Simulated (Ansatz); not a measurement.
We consider cubic perovskite KTaO3, described by PBE (Ansatz, a program for electronic structure, plane waves, PAW).

Settings: plane-wave cutoff 520 eV, 6×6×6 k mesh, perturbation theory, scalar-relativistic PAW data made under PBE.

Computed at the level's own relaxed cell.

Space group Pm-3m (No. 221); a = b = c = 4.0245 Å, α = β = γ = 90.00°

```csv
atom,site,symmetry,x,y,z
K,1a,m-3m,0.0000,0.0000,0.0000
Ta,1b,m-3m,0.5000,0.5000,0.5000
O,3c,4/mm.m,0.0000,0.5000,0.5000
```

Harmonic phonon frequencies (cm⁻¹; i marks an imaginary mode; at Γ without the LO shift):

```json
[
 {"q point": "Γ", "frequencies": "89i 89i 89i 0 0 0 178 178 178 262 262 262 503 503 503"},
 {"q point": "X", "frequencies": "21i 21i 160 160 165 165 187 201 284 328 328 416 470 470 804"},
 {"q point": "M", "frequencies": "19 146 146 160 162 233 233 328 328 349 349 416 437 533 851"},
 {"q point": "R", "frequencies": "156 156 156 174 174 174 251 251 251 421 421 421 498 498 884"}
]
```

Imaginary modes appear, so the structure is dynamically unstable at this level.

Note: the run finds an imaginary mode (89i cm⁻¹), so the cell is a saddle point at this level.
